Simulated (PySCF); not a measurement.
Stretching MgSi⁺

Set-up: basis Mg cc-pVDZ, Si cc-pV(D+d)Z; no relativity; PySCF 2.14. Energies in eV from Mg⁺ + Si in their ground configurations at the same level. State: ²Π (doublet), unpaired electrons π ↑.

| R (Å) | UHF-SCS-MP2 |
| --- | --- |
| 2.336 | -0.936 |
| 2.444 | -1.196 |
| 2.553 | -1.344 |
| 2.635 | -1.401 |
| 2.716 | -1.424 |
| 2.797 | -1.420 |
| 2.906 | -1.385 |
| 3.042 | -1.307 |
| 3.205 | -1.186 |
| 3.422 | -1.002 |

Put a parabola through the three lowest points of the UHF-SCS-MP2 curve and estimate Re, k and ωe (reduced mass 12.91 u; 1 eV/Å² = 0.16022 mdyn/Å; ωe = 1302.8·√(k/μ) cm⁻¹).

Through R = 2.635, 2.716, 2.797 Å the second-order coefficient is 2.06 eV/Å², so Re ≈ 2.744 Å, k ≈ 0.659 mdyn/Å and ωe ≈ 294 cm⁻¹. A polynomial fit of higher order to the unrounded UHF-SCS-MP2 energies gives Re = 2.743 Å, k = 0.579 mdyn/Å, ωe = 276 cm⁻¹; anharmonicity and rounding make the difference.

The higher-order fit for each curve: UHF-SCS-MP2: Re = 2.743 Å, ωe = 276 cm⁻¹, De = 1.42 eV.

Correlated steps freeze 6 core orbitals. Correlated levels converge slowly with the basis: in double zeta they bind strong bonds too weakly, by up to about 1 eV, and carry superposition errors of some tenths. For an ion De counts to the pair picked by the measured ionisation energies or electron affinities, which need not be the lowest pair at this level. The state is the lowest determinant that a PBE0 search found; another state may lie lower at other levels.
